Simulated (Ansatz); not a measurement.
## Abstraction of H: SiH2(NH2)2 + N2H3 → SiH(NH2)2 + N2H4

Species: SiH2(NH2)2, singlet; N2H3 (hydrazinyl radical) `[NH]N`, doublet; SiH(NH2)2, doublet; N2H4 (hydrazine) `NN`, singlet. A radical takes H: the energy is the difference in strength between the Si–H bond broken and the N–H bond made.

Shapes, held fixed at every level: PBE0-D4/def2-TZVP. Flexible molecules stand in one conformer, not always the lowest. Programs: Ansatz 0.2.0. The zero-point and thermal change to 298 K, harmonic and unscaled (PBE0-D4/def2-TZVP), is +11.3 kJ/mol.

```csv
level,kind,ΔH(298 K) (kJ/mol),less CCSD(T)/CBS estimate
HF/def2-SVP,Hartree–Fock,+73.2,+26.1
HF/def2-TZVPP,Hartree–Fock,+69.5,+22.4
wB97M-V/def2-TZVPP,range-separated hybrid,+55.6,+8.5
wB97X-V/def2-TZVPP,range-separated hybrid,+58.3,+11.2
MP2/def2-TZVPP,perturbation theory,+34.1,-13.0
CCSD/def2-SVP,coupled cluster or CI,+55.7,+8.6
CCSD(T)/def2-TZVPP,coupled cluster or CI,+50.1,+3.0
CCSD(T)/CBS estimate,coupled cluster or CI,+47.1,0.0
```

The highest level, CCSD(T)/CBS estimate, gives ΔH(298 K) = +47.1 kJ/mol; the levels span +34.1 to +73.2. The column of differences is taken from that level and isn't an error. No measured value is set beside it here. Open shells run unrestricted unless RO is named. The CBS estimate extrapolates MP2 from def2-TZVPP and def2-QZVPP and adds CCSD(T) − MP2 in the triple-zeta set, cores frozen.
